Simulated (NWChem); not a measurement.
# One shape, several levels: C3H3NS (thiazole)

Aim: a comparison of 6 runs (B3LYP/6-31G*, BHLYP/6-31G*, CAM-B3LYP/6-31G*, M06-2X/6-31G*, wB97X/6-31G*, MP3/6-31G*) of C3H3NS (thiazole). 

The calculation is run with NWChem 7.3.0.

### 1 Starting point

C3H3NS has 8 atoms, charge 0, and is taken as a singlet. SMILES: `c1cscn1`. The shape is that of a PBE0-D4/def2-TZVP optimisation.

Bond lengths: C1–C2 1.361 Å, C2–S3 1.704 Å, S3–C4 1.716 Å, C1–N5 1.363 Å, C4–N5 1.296 Å, C1–H6 1.082 Å, C2–H7 1.079 Å, C4–H8 1.082 Å. Some angles: C1–C2–S3 109.5°, C2–C1–N5 115.8°, C2–S3–C4 89.4°, S3–C4–N5 115.0°, C1–N5–C4 110.4°, C1–C2–H7 128.7°, S3–C2–H7 121.8°, C2–C1–H6 124.8°, N5–C1–H6 119.4°, S3–C4–H8 121.0°.

### 2 Energy and gradient at B3LYP/6-31G(d) (spherical functions) (run 1)

File mol.nw:

```
start mol
memory stack 880 mb heap 220 mb global 1100 mb
charge 0
geometry noautosym nocenter noautoz
 C    -0.315900    0.794600    0.466600
 C     0.996500    0.480400    0.288700
 S     1.117900   -0.982000   -0.578300
 C    -0.594400   -1.067400   -0.640100
 N    -1.212700   -0.085900   -0.061700
 H    -0.675700    1.673200    0.985500
 H     1.870300    1.021500    0.615600
 H    -1.093800   -1.891400   -1.132100
end
basis spherical bse
 * library 6-31G*
end
dft
 xc b3lyp
 grid xfine
 convergence energy 1e-08
 maxiter 100
 mulliken
end
task dft gradient
```

The run is started by

```sh
nwchem mol.nw > mol.out
```

Output:

```text
[...]
          Wavefunction type:  closed shell.
          No. of atoms     :     8
          No. of electrons :    44
[...]
          Charge           :     0
          Spin multiplicity:     1
[...]
          AO basis - number of functions:    80
[...]
              XC Information
              --------------
                         B3LYP Method XC Potential
                     Hartree-Fock (Exact) Exchange  0.200
                        Slater Exchange Functional  0.800 local
                    Becke 1988 Exchange Functional  0.720 non-local
              Lee-Yang-Parr Correlation Functional  0.810
                  VWN I RPA Correlation Functional  0.190 local
[...]
 d= 0,ls=0.0,diis     1   -568.9660033419 -7.75D+02  1.38D-02  5.83D-01     6.6
[...]
 d= 0,ls=0.0,diis    11   -569.0394006861 -2.02D-09  7.50D-07  3.07D-09    42.3
         Total DFT energy =     -569.039400686053
      One electron energy =    -1189.453949592785
           Coulomb energy =      463.989480883266
    Exchange-Corr. energy =      -50.061878226142
 Nuclear repulsion energy =      206.486946249608
[...]
      Total Density - Mulliken Population Analysis
     ---------------------------------------------
    Atom       Charge   Shell Charges
 -----------   ------   -------------------------------------------------------
    1 C    6     5.97   2.00  0.70  2.07  0.43  0.73  0.05
    2 C    6     6.35   2.00  0.69  2.06  0.58  0.98  0.04
    3 S   16    15.74   2.00  2.00  5.97  1.37  3.04  0.44  0.84  0.09
    4 C    6     6.15   2.00  0.70  2.03  0.51  0.85  0.06
    5 N    7     7.30   2.00  0.82  2.42  0.83  1.20  0.04
    6 H    1     0.85   0.53  0.32
    7 H    1     0.82   0.52  0.30
    8 H    1     0.82   0.53  0.29
[...]
  wavefunction    = closed shell
                         DFT ENERGY GRADIENTS
    atom               coordinates                        gradient
                 x          y          z           x          y          z
   1 C      -0.596964   1.501576   0.881746    0.000984  -0.007426  -0.004393
   2 C       1.883112   0.907824   0.545564   -0.005521  -0.008965  -0.005360
   3 S       2.112525  -1.855711  -1.092829   -0.017116   0.012339   0.007207
   4 C      -1.123253  -2.017094  -1.209614    0.009054   0.006726   0.004040
   5 N      -2.291671  -0.162327  -0.116596    0.012375  -0.001443  -0.000775
   6 H      -1.276888   3.161890   1.862325    0.000794  -0.001367  -0.000812
   7 H       3.534355   1.930355   1.163315   -0.001383  -0.001061  -0.000632
   8 H      -2.066982  -3.574228  -2.139359    0.000813   0.001197   0.000724
[...]
```

Wall time 51 s (1 thread of Intel Xeon Platinum 8488C (Sapphire Rapids), shared host); peak memory 0.14 GiB.

### 3 Energy and forces at BHLYP/6-31G(d) (spherical functions) (run 2)

File geom.nw:

```
start geom
title "C3H3NS"
memory total 2200 mb

geometry units angstroms noautosym nocenter noautoz
C     -0.315900     0.794600     0.466600
C      0.996500     0.480400     0.288700
S      1.117900    -0.982000    -0.578300
C     -0.594400    -1.067400    -0.640100
N     -1.212700    -0.085900    -0.061700
H     -0.675700     1.673200     0.985500
H      1.870300     1.021500     0.615600
H     -1.093800    -1.891400    -1.132100
end

basis spherical bse
C library 6-31G*
S library 6-31G*
N library 6-31G*
H library 6-31G*
end

dft
xc bhlyp
grid xfine
convergence energy 1e-08
maxiter 100
mulliken
end

task dft gradient
```

The run is started by

```sh
nwchem geom.nw > geom.out
```

Output:

```text
[...]
          Wavefunction type:  closed shell.
          No. of atoms     :     8
          No. of electrons :    44
[...]
          Charge           :     0
          Spin multiplicity:     1
[...]
          AO basis - number of functions:    80
[...]
              XC Information
              --------------
                        BHLYP Method XC Functional
                     Hartree-Fock (Exact) Exchange  0.500
                        Slater Exchange Functional  0.500 local
                    Becke 1988 Exchange Functional  0.500 non-local
              Lee-Yang-Parr Correlation Functional  1.000
[...]
 d= 0,ls=0.0,diis     1   -568.8492978152 -7.75D+02  1.01D-02  4.57D-01     4.3
[...]
 d= 0,ls=0.0,diis    11   -568.9167634064 -2.72D-09  3.52D-07  6.62D-10    37.1
         Total DFT energy =     -568.916763406355
      One electron energy =    -1189.279434847235
           Coulomb energy =      463.818043230403
    Exchange-Corr. energy =      -49.942318039132
 Nuclear repulsion energy =      206.486946249608
[...]
      Total Density - Mulliken Population Analysis
     ---------------------------------------------
    Atom       Charge   Shell Charges
 -----------   ------   -------------------------------------------------------
    1 C    6     5.97   2.00  0.69  2.04  0.43  0.76  0.06
    2 C    6     6.40   2.00  0.69  2.04  0.59  1.05  0.04
    3 S   16    15.72   2.00  2.00  5.97  1.35  3.02  0.45  0.83  0.10
    4 C    6     6.16   2.00  0.70  2.00  0.52  0.88  0.06
    5 N    7     7.35   2.00  0.81  2.40  0.85  1.26  0.04
    6 H    1     0.82   0.53  0.29
    7 H    1     0.79   0.52  0.27
    8 H    1     0.79   0.52  0.27
[...]
  wavefunction    = closed shell
                         DFT ENERGY GRADIENTS
    atom               coordinates                        gradient
                 x          y          z           x          y          z
   1 C      -0.596964   1.501576   0.881746   -0.006789  -0.003552  -0.002143
   2 C       1.883112   0.907824   0.545564    0.003305  -0.008975  -0.005310
   3 S       2.112525  -1.855711  -1.092829   -0.005235   0.006069   0.003563
   4 C      -1.123253  -2.017094  -1.209614    0.009142  -0.003058  -0.001768
   5 N      -2.291671  -0.162327  -0.116596   -0.001417   0.007525   0.004458
   6 H      -1.276888   3.161890   1.862325   -0.001314   0.004131   0.002436
   7 H       3.534355   1.930355   1.163315    0.003999   0.001882   0.001151
   8 H      -2.066982  -3.574228  -2.139359   -0.001691  -0.004022  -0.002387
[...]
```

It took 46 s on 1 thread of Intel Xeon Platinum 8488C (Sapphire Rapids), shared host; peak memory 0.14 GiB.

### 4 Energy and gradient at CAM-B3LYP/6-31G(d) (spherical functions) (run 3)

File run.nw:

```
START run
TITLE "C3H3NS"
memory total 2200 mb
GEOMETRY units angstroms noautosym nocenter noautoz
C    -0.315900    0.794600    0.466600
C     0.996500    0.480400    0.288700
S     1.117900   -0.982000   -0.578300
C    -0.594400   -1.067400   -0.640100
N    -1.212700   -0.085900   -0.061700
H    -0.675700    1.673200    0.985500
H     1.870300    1.021500    0.615600
H    -1.093800   -1.891400   -1.132100
END
BASIS "ao basis" spherical bse
C library 6-31G*
S library 6-31G*
N library 6-31G*
H library 6-31G*
END
DFT
xc xcamb88 1.00 lyp 0.81 vwn_5 0.19 hfexch 1.00
cam 0.33 cam_alpha 0.19 cam_beta 0.46
mult 1
grid xfine
convergence energy 1e-08
direct
maxiter 100
mulliken
END
TASK dft gradient
```

The run is started by

```sh
nwchem run.nw > run.out
```

Output:

```text
[...]
          Wavefunction type:  closed shell.
          No. of atoms     :     8
          No. of electrons :    44
[...]
          Charge           :     0
          Spin multiplicity:     1
[...]
          AO basis - number of functions:    80
[...]
              XC Information
              --------------
                     Hartree-Fock (Exact) Exchange  1.000
                   CAM-Becke88 Exchange Functional  1.000
                      VWN V Correlation Functional  0.190 local
              Lee-Yang-Parr Correlation Functional  0.810
[...]
 d= 0,ls=0.0,diis     1   -568.8656740036 -7.75D+02  1.11D-02  5.80D-01     7.0
[...]
 d= 0,ls=0.0,diis    11   -568.9394024092 -2.95D-09  4.71D-07  1.05D-09    64.1
         Total DFT energy =     -568.939402409189
      One electron energy =    -1189.378984241436
           Coulomb energy =      463.905103719897
    Exchange-Corr. energy =      -49.952468137259
 Nuclear repulsion energy =      206.486946249608
[...]
      Total Density - Mulliken Population Analysis
     ---------------------------------------------
    Atom       Charge   Shell Charges
 -----------   ------   -------------------------------------------------------
    1 C    6     5.98   2.00  0.69  2.07  0.43  0.75  0.06
    2 C    6     6.35   2.00  0.68  2.07  0.57  1.00  0.04
    3 S   16    15.75   2.00  2.00  5.97  1.35  3.05  0.46  0.84  0.09
    4 C    6     6.16   2.00  0.69  2.03  0.51  0.86  0.06
    5 N    7     7.29   2.00  0.81  2.42  0.82  1.21  0.04
    6 H    1     0.84   0.52  0.32
    7 H    1     0.81   0.51  0.30
    8 H    1     0.81   0.52  0.29
[...]
  wavefunction    = closed shell
[...]
                         DFT ENERGY GRADIENTS
    atom               coordinates                        gradient
                 x          y          z           x          y          z
   1 C      -0.596964   1.501576   0.881746   -0.004488  -0.004233  -0.002533
   2 C       1.883112   0.907824   0.545564    0.001043  -0.006116  -0.003627
   3 S       2.112525  -1.855711  -1.092829   -0.009284   0.007876   0.004609
   4 C      -1.123253  -2.017094  -1.209614    0.005813   0.000360   0.000241
   5 N      -2.291671  -0.162327  -0.116596    0.006224   0.003112   0.001889
   6 H      -1.276888   3.161890   1.862325    0.000549  -0.000669  -0.000399
   7 H       3.534355   1.930355   1.163315   -0.000610  -0.000908  -0.000536
   8 H      -2.066982  -3.574228  -2.139359    0.000754   0.000577   0.000356
[...]
```

It took 86 s on 1 thread of Intel Xeon Platinum 8488C (Sapphire Rapids), shared host; peak memory 0.14 GiB.

Runs 4 to 5 aren't shown in full; the table further down has their settings and results.

### 5 The energy at MP3/6-31G(d) (spherical functions) (run 6)

File sp.nw:

```
start sp
title "C3H3NS mp3"
memory stack 330 mb heap 110 mb global 1760 mb
geometry units angstrom noautosym nocenter noautoz
 C     -0.315900     0.794600     0.466600
 C      0.996500     0.480400     0.288700
 S      1.117900    -0.982000    -0.578300
 C     -0.594400    -1.067400    -0.640100
 N     -1.212700    -0.085900    -0.061700
 H     -0.675700     1.673200     0.985500
 H      1.870300     1.021500     0.615600
 H     -1.093800    -1.891400    -1.132100
end
basis spherical bse
 * library 6-31G*
end
scf
 thresh 1e-08
 maxiter 80
end
tce
 scf
 mbpt3
 freeze core 9
 maxiter 60
end
task tce energy
```

The run is started by

```sh
nwchem sp.nw > sp.out
```

Output:

```text
[...]
  functions       =    80
[...]
  wavefunction    = RHF
[...]
         Total SCF energy =   -567.285476263481
      One-electron energy =  -1188.620044087683
      Two-electron energy =    414.847621574593
 Nuclear repulsion energy =    206.486946249608
        Time for solution =     20.2s
[...]
         Wavefunction type : Restricted Hartree-Fock
          No. of electrons :    44
[...]
         Spin multiplicity : singlet
[...]
```

It took 39 s on 1 thread of Intel Xeon Platinum 8488C (Sapphire Rapids), shared host; peak memory 0.97 GiB.

### 6 All runs side by side

```
run                                   level      task  integration grid  energy (Eh)  dipole moment (D)  HOMO energy (eV)  LUMO energy (eV)  wall time
  1      B3LYP/6-31G* (spherical functions)  gradient             xfine  -569.039401               1.47             -6.87             -0.64       51 s
  2      BHLYP/6-31G* (spherical functions)  gradient             xfine  -568.916763               1.54             -8.01              0.60       46 s
  3  CAM-B3LYP/6-31G* (spherical functions)  gradient             xfine  -568.939402               1.51             -8.38              0.71       86 s
  4     M06-2X/6-31G* (spherical functions)  gradient             xfine  -568.932939               1.54                 –                 –       67 s
  5      wB97X/6-31G* (spherical functions)  gradient             xfine  -568.975144               1.52             -9.44              1.66    1.7 min
  6        MP3/6-31G* (spherical functions)    energy                 –  -567.966543                  –             -9.32              3.25       39 s
```

### 7 Results

| quantity | value |
| --- | --- |
| run 6: total energy | -567.96654 Eh |
| run 6: HOMO energy (Hartree–Fock orbitals) | -9.32 eV |
| run 6: LUMO energy (Hartree–Fock orbitals) | 3.25 eV |
| run 6: HOMO–LUMO gap (Hartree–Fock orbitals) | 12.57 eV |
| run 6: correlation energy (9 core orbitals frozen) | -681.1 mEh |

What this shows: Over runs 1, 2, 3, 4, 5 the dipole moment (its size) runs from 1.47 D (B3LYP/6-31G*) to 1.54 D (M06-2X/6-31G*). Over runs 1, 2, 3, 5 the HOMO–LUMO gap runs from 6.23 eV (B3LYP/6-31G*) to 11.10 eV (wB97X/6-31G*). Totals of different functionals can't be ranked against each other. All runs together took 6.5 min, the longest 1.7 min.
